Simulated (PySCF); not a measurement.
## Where the electron goes

Species: C₂H₅F.
Z-matrix (Å and degrees, GFN2-xTB geometry), rows numbered from 1:
```
C 
C   1  1.5167
F   2  1.3755  1  110.28
H   1  1.0873  2  110.17  3   -59.94
H   1  1.0872  2  110.15  3    59.94
H   1  1.0860  2  109.53  3   179.99
H   2  1.0949  1  111.75  3  -118.17
H   2  1.0950  1  111.78  3   118.16
```

The calculation used TDDFT CAM-B3LYP/def2-SVPD, vertical, gas phase, core orbitals frozen in the response in PySCF 2.14.0, density-fitted response routines.

Frontier orbitals with the atoms that hold most of them (Löwdin shares over 4%, at most four atoms; ? is withheld):

```csv
orbital,ε (eV),atoms
LUMO+2,3.07,"F3 35%, H7 18%, H8 17%, H6 9%"
LUMO+1,2.21,"C2 15%, C1 15%, H8 13%, H7 12%"
LUMO,1.42,?
HOMO,?,"F3 34%, C2 25%, H8 11%, H7 11%"
HOMO-1,-11.17,?
HOMO-2,-12.71,"C1 43%, H6 21%, F3 9%, H5 8%"
HOMO-3,-12.84,"C1 34%, F3 31%, H4 14%, H5 14%"
```

Q: Which atoms hold the LUMO, and with what shares?

A: C1 (bonded to C and 3 H) 29%; C2 (bonded to C, F and 2 H) 26%; H6 (bonded to C) 11%; H7 (bonded to C) 8%. By element: carbon 55%, hydrogen 20% or more.

Q: Which atoms hold the HOMO-1, and with what shares?

A: F3 (bonded to C) 44%; C2 (bonded to C, F and 2 H) 22%; C1 (bonded to C and 3 H) 21%; H7 (bonded to C) 4%. By element: fluorine 44%, carbon 43%, hydrogen 4% or more.

Q: What is the HOMO energy, and the HOMO–LUMO gap?

A: ε(HOMO) = -10.96 eV; the gap is 12.37 eV (0.4548 hartree).

Q: How does S1 compare with the orbital gap of 12.37 eV?

A: S1 is at 9.03 eV (f = 0.0055), 3.35 eV below the gap, made of HOMO→LUMO (89%). Without the coupling terms of the response equations the lowest excitation would equal the gap.

Q: One configuration dominates each of S1, S2 and S8. Which, and how do the shares of the two leading atoms of either orbital change from the occupied to the empty one?

A: 
- S1 (9.03 eV, f 0.0055), HOMO→LUMO (89%): F3 34% → at most 9%, C2 25% → 26%, C1 at most 12% → 29%
- S2 (9.33 eV, f 0.0092), HOMO-1→LUMO (88%): F3 44% → at most 9%, C2 22% → 26%, C1 21% → 29%
- S8 (10.76 eV, f 0.111), HOMO-2→LUMO (87%): C1 43% → 29%, H6 21% → 11%, C2 at most 9% → 26%

The run took 5.3 s of wall time on one thread of an Arm Neoverse V1, no GPU, on a shared host.
